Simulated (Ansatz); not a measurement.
Molecule (SMILES): [PH2] (PH2), doublet.
Atoms: P1, H2, H3. Bonds: P1-H2, P1-H3.

Basis-set convergence of the lowest harmonic wavenumber at HF with Ansatz (a first-principles code). Each level at its own minimum, finite differences of forces, unscaled; the reference is a large set that could be run, not a limit. Cartesian d functions, on some or all atoms, in 6-31G*, 6-31+G*, 6-311G**, 6-311+G**; all else is spherical. The program fits the integrals of some runs and decomposes those of others, by size. Open shells are unrestricted. No added dispersion term, no relativity. Reference: the value in def2-QZVPPD, 1221 cm⁻¹. Deviations are taken from unrounded values.

```csv
basis,functions,lowest harmonic wavenumber (cm⁻¹)
6-31G*,23,1258
6-31+G*,27,1256
def2-SVP,28,1224
def2-SVPD,40,1218
pcseg-1,28,1234
aug-pcseg-1,45,1227
cc-pV(D+d)Z,33,1221
aug-cc-pV(D+d)Z,50,1213
6-311G**,39,1228
6-311+G**,43,1231
def2-TZVP,49,1223
def2-TZVPD,61,1221
pcseg-2,62,1229
aug-pcseg-2,96,1221
cc-pV(T+d)Z,67,1222
aug-cc-pV(T+d)Z,101,1220
def2-TZVPP,70,1223
def2-TZVPPD,82,1221
def2-QZVPP,130,1222
def2-QZVPPD,142,1221
```

What the diffuse functions change, pair by pair:
- 6-31G* to 6-31+G*: 4 more functions, deviation 36 to 34 cm⁻¹
- def2-SVP to def2-SVPD: 12 more functions, deviation 3 to -4 cm⁻¹
- pcseg-1 to aug-pcseg-1: 17 more functions, deviation 13 to 5 cm⁻¹
- cc-pV(D+d)Z to aug-cc-pV(D+d)Z: 17 more functions, deviation -1 to -8 cm⁻¹
- 6-311G** to 6-311+G**: 4 more functions, deviation 7 to 9 cm⁻¹
- def2-TZVP to def2-TZVPD: 12 more functions, deviation 2 to -1 cm⁻¹
- pcseg-2 to aug-pcseg-2: 34 more functions, deviation 7 to -1 cm⁻¹
- cc-pV(T+d)Z to aug-cc-pV(T+d)Z: 34 more functions, deviation 1 to -2 cm⁻¹
- def2-TZVPP to def2-TZVPPD: 12 more functions, deviation 1 to -1 cm⁻¹
- def2-QZVPP to def2-QZVPPD: 12 more functions, deviation 0 to 0 cm⁻¹

Leaving out the reference's own pair, they bring the value nearer the reference by more than 1 cm⁻¹ in 4 of 9 pairs.
